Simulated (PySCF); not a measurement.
Fill in the blanks.

Compound: C₅H₇F.
InChI=1S/C5H7F/c6-5-3-1-2-4-5/h1,3,5H,2,4H2/t5-/m0/s1

```csv
property,level,value
point group of the GFN2-xTB geometry,GFN2-xTB,C1
"rotational constants A, B, C of the GFN2-xTB geometry",GFN2-xTB,"6.850, 3.311, 2.455 GHz"
dipole moment,PBE0/def2-SVPD,2.20 D
HOMO energy,PBE0/def2-SVPD,?
LUMO energy,PBE0/def2-SVPD,?
lowest singlet excitation,TDDFT PBE0/def2-SVPD,"7.03 eV (176 nm, f = 0.172)"
lowest triplet excitation (Tamm–Dancoff),TDA PBE0/def2-SVPD,?
static isotropic polarisability,PBE0/def2-SVPD,56.6 au
electronic spatial extent ⟨r²⟩ about the centre of nuclear charge,PBE0/def2-SVPD,?
13C chemical shifts (computed TMS as zero) by class,GIAO PBE0/pcSseg-1,?
1H chemical shifts (computed TMS as zero) by class,GIAO PBE0/pcSseg-1,"6.18 (1 H), 6.18 (1 H), 6.05 (1 H), 2.66 (1 H), 2.45 (1 H), 2.43 (1 H), 2.03 (1 H) ppm"
"isotropic shieldings of nuclei other than C and H, by class",GIAO PBE0/pcSseg-1,362 (1 F) ppm
largest of the computed one-bond spin–spin couplings (means over like bonds),"B3LYP/pcJ-1, spin–dipole term left out for some pairs","19F–13C -229.1, 13C–1H +173.4, 13C–1H +168.3, 13C–1H +157.3, 13C–1H +137.8, 13C–1H +137.5, 13C–1H +137.2, 13C–1H +135.6 Hz"
core binding energies,"ΔSCF SCAN, pcX-2 on the ionised atom, pcseg-1 elsewhere, spin-free X2C",?
```

The electronic properties come from PySCF, for the isolated species, density fitting.

(1) Give the lowest triplet excitation (Tamm–Dancoff).

(2) Give the 13C chemical shifts (computed TMS as zero) by class.

(3) The LUMO energy?

(4) Give the electronic spatial extent ⟨r²⟩ about the centre of nuclear charge.

(5) What are the core binding energies?

(6) Give the HOMO energy.

Results:

(1) 4.40 eV.

(2) 143.6 (1 C), 139.5 (1 C), 103.0 (1 C), 35.8 (1 C), 33.6 (1 C) ppm.

(3) 0.06 eV.

(4) 523 bohr².

(5) C1s 290.3, C1s 290.5, C1s 290.8, C1s 290.9, C1s 292.8, F1s 691.8 eV.

(6) -7.56 eV.

The dipole equals about 7.3 × 10⁻³⁰ C·m (1 D = 3.33564 × 10⁻³⁰ C·m). The principal polarisabilities are 46.0, 57.3 and 66.6 au; their mean is the isotropic value. The 8 singlets span 7.03 to 8.54 eV, and their oscillator strengths add up to 0.35. No computed singlet falls in the visible range (750 to 380 nm, 1.65 to 3.26 eV); S1 lies 3.77 eV above its blue end.

For the NMR shielding job (PBE0/pcSseg-1), hardware: one thread, Arm Neoverse V2, shared host. Cost: 9.7 s.

One conformer stands for the species.
